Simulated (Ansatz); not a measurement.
A nudged elastic band was laid between two geometries of H5NOSi (8 atoms, charge 0, multiplicity 1).

Level of theory: RKS B3LYP-D4/def2-TZVP (Ansatz).

```
movable images  : 5
climbing image  : yes
spring          : 5.0 eV/Å²
optimiser       : quadratic models (default)
start path      : through a guess of the saddle point
force threshold : 0.05 eV/Å
iteration limit : 60
end points      : relaxed
```

Image 0:

```xyz
8
Properties=species:S:1:pos:R:3
N -0.863 0.692 -0.762
Si 0.453 0.091 0.141
O 0.129 -1.409 0.763
H -1.069 0.333 -1.681
H -1.696 1.028 -0.306
H 0.714 1.038 1.251
H 1.624 0.008 -0.764
H 0.799 -1.838 1.302
```

Image 6:

```xyz
8
Properties=species:S:1:pos:R:3
N -0.872 0.538 -0.682
Si 0.585 0.112 0.103
O 0.691 -1.447 0.645
H -1.163 0.164 -1.569
H -1.602 1.060 -0.227
H 0.699 1.066 1.232
H 1.720 0.202 -0.834
H 0.034 -1.753 1.276
```

(1) What changes between the two ends?

(2) Give the energies along the band, and the barrier.

(3) What is the geometry of the highest image?

Answers

(1) No bond is made or broken. The dihedral N1–Si2–O3–H8 goes from -179 to -59°.

(2) The run converged. The highest image is number 3 of 0 to 6, 0.002 eV above the first end and 0.029 eV above the last; the last end lies 0.027 eV below the first. The top lies less than 8 meV above the higher end, about what the thresholds resolve: that end is a shoulder or a very shallow well. A vibrational analysis at the climbing image gives one clearly imaginary mode, 125i cm⁻¹: a first-order saddle point.

```json
{"image": "0", "path coordinate (Å)": "0.00", "energy (eV)": "0.000", "dihedral N1–Si2–O3–H8 (°)": "-179"}
{"image": "1", "path coordinate (Å)": "0.21", "energy (eV)": "0.000", "dihedral N1–Si2–O3–H8 (°)": "-165"}
{"image": "2", "path coordinate (Å)": "0.43", "energy (eV)": "0.000", "dihedral N1–Si2–O3–H8 (°)": "-149"}
{"image": "3", "path coordinate (Å)": "0.64", "energy (eV)": "0.002", "dihedral N1–Si2–O3–H8 (°)": "-129"}
{"image": "4", "path coordinate (Å)": "0.95", "energy (eV)": "-0.007", "dihedral N1–Si2–O3–H8 (°)": "-99"}
{"image": "5", "path coordinate (Å)": "1.27", "energy (eV)": "-0.021", "dihedral N1–Si2–O3–H8 (°)": "-76"}
{"image": "6", "path coordinate (Å)": "1.58", "energy (eV)": "-0.027", "dihedral N1–Si2–O3–H8 (°)": "-59"}
```

(3) 
```xyz
8
Properties=species:S:1:pos:R:3:forces:R:3
N -0.870 0.677 -0.731 -0.02 0.01 0.02
Si 0.498 0.063 0.084 -0.01 0.00 -0.02
O 0.321 -1.486 0.642 0.00 -0.01 0.02
H -1.014 0.495 -1.711 0.00 -0.01 -0.01
H -1.743 0.844 -0.256 0.00 0.00 -0.01
H 0.781 0.922 1.261 0.01 0.00 -0.01
H 1.593 0.087 -0.908 0.01 0.01 0.01
H 0.526 -1.659 1.563 0.00 0.00 -0.01
```

The run took 85 s on 2 threads of Arm Neoverse V1, with other jobs on the host, peak memory 0.21 GiB.
